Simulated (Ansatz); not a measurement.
# CH₂N (doublet): the correlation ladder, cc-pVDZ

An exercise on one series of results from a longer session: the logs are not shown, and one member is left open.

Program: Ansatz 0.2.0, Gaussian basis. Level of theory: cc-pVDZ, core rule «outside noble gas», up to 2 orbitals frozen. These are calculated values, not measurements.

The runs, in order: UHF; CCSD(T) on ROHF; CCSD(T) on UHF; BCCD(T) on ROHF; CISD; CCSDT(Q) on ROHF; CCSDT(Q) on UHF; CASSCF and MRCISD+Q, 11 electrons in 10 orbitals; CASSCF and NEVPT2, 11 electrons in 10 orbitals.

16 further runs of the same task are left out: 3 that didn't finish, 13 set aside as unsound or not needed.

### The system

The geometry is a PBE0/def2-TZVP stationary point (not a proven minimum).

4 atoms, charge 0, spin multiplicity 2.

Atoms are counted from 1 here; the program's logs count them from 0.

Bond lengths: N1–C2 1.286 Å, N1–H3 1.022 Å, N1–H4 1.022 Å. Angles: C2–N1–H3 123.0°, C2–N1–H4 123.0°, H3–N1–H4 114.0°.

Set-up of the first run:

in.yaml reads:

```yaml
crystal:
  periodic: [false, false, false]
  atoms:
    - {symbol: N, position_ang: [0.000000, 0.000000, 0.510827]}
    - {symbol: C, position_ang: [0.000000, 0.000000, -0.774802]}
    - {symbol: H, position_ang: [0.000000, 0.856858, 1.066986]}
    - {symbol: H, position_ang: [0.000000, -0.856858, 1.066986]}
basis:
  gaussian: {orbitals: cc-pVDZ}
magnetization: {spin_polarized: true, initial_magnetization: 1}
hamiltonian: {xc: hf}
output: {orbitals: {seedname: orbitals}}
```

The run is started by

```sh
$ ansatz run in.yaml --threads 1 --pin off --events-out ev --progress --plain --max-ram 2393MiB
```

Among the steps run: UHF; CCSD(T) on ROHF; CCSD(T) on UHF; BCCD(T) on ROHF; CISD; CCSDT(Q) on ROHF; CCSDT(Q) on UHF; CASSCF and MRCISD+Q, 11 electrons in 10 orbitals; CASSCF and NEVPT2, 11 electrons in 10 orbitals.

One of the session's tables, all rows but one given; the rest of the session is left out.

It belongs to the step «Misses and costs». 

| method | from UCCSDT(Q) (meV) |
| --- | --- |
| ROHF | +8125.7 |
| UHF | +7997.9 |
| RMP2 | +981.7 |
| UMP2 | +988.0 |
| CISD | +827.7 |
| RCCSD | +272.8 |
| UCCSD | +270.7 |
| RCCSD(T) | +37.9 |
| UCCSD(T) | +38.2 |
| BCCD(T) | +37.5 |
| RCCSDT | +18.1 |
| UCCSDT | +17.7 |
| RCCSDT(Q) | +1.6 |
| UCCSDT(Q) | 0 |
| CASSCF valence | +4898.0 |
| NEVPT2 valence | +1094.8 |
| MRCISD valence | +318.5 |
| MRCISD+Q valence | ? |

Q: Estimate the row for MRCISD+Q valence from the others.

**Answer.** from UCCSDT(Q) (meV): +53.8. In the column «from UCCSDT(Q) (meV)» it lies between UCCSD(T) (+38.2) and UCCSD (+270.7).

With the free atoms at the same levels and basis (separate runs), the atomisation energy is 12.166 eV at UCCSDT(Q), 12.144 eV at RCCSD(T), 12.141 eV at UCCSD(T), 8.626 eV at ROHF.

To keep in mind: Restricted and unrestricted rows rest on different reference determinants; where their highest levels disagree by more than a few hundredths of an eV, they describe different states and don't form one ladder.
